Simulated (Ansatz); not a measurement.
C₄H₆F₂ (`C[C@@]1(F)C[C@H]1F`) at its PBE0-D4/def2-TZVP geometry, where that method's forces vanish. The species carries charge 0 and has multiplicity 1.

```xyz
12

C    -0.4499   -1.3594   -0.3542
C    -0.4846    0.1083   -0.0982
F    -1.7163    0.6568   -0.3531
C     0.2838    0.7408    1.0222
C     0.6636    0.9942   -0.4032
F     1.8119    0.4383   -0.8798
H     0.5585   -1.7461   -0.2068
H    -1.1300   -1.8792    0.3235
H    -0.7499   -1.5677   -1.3833
H    -0.1739    1.5586    1.5644
H     0.9228    0.0868    1.6030
H     0.4641    1.9687   -0.8343
```

What forces (eV/Å) does r2SCAN-D4/def2-TZVPP give on these atoms in Ansatz? (An estimate is asked.)

Computed: 
```
C1   0.008 -0.091 -0.020
C2   0.228 -0.205  0.002
F3  -0.355  0.155 -0.064
C4   0.030  0.034  0.267
C5  -0.232  0.256 -0.042
F6   0.319 -0.168 -0.117
H7  -0.016  0.009 -0.001
H8   0.005  0.003 -0.007
H9   0.003  0.003  0.010
H10  0.009 -0.008 -0.010
H11 -0.008  0.004 -0.014
H12  0.009  0.007 -0.005
```
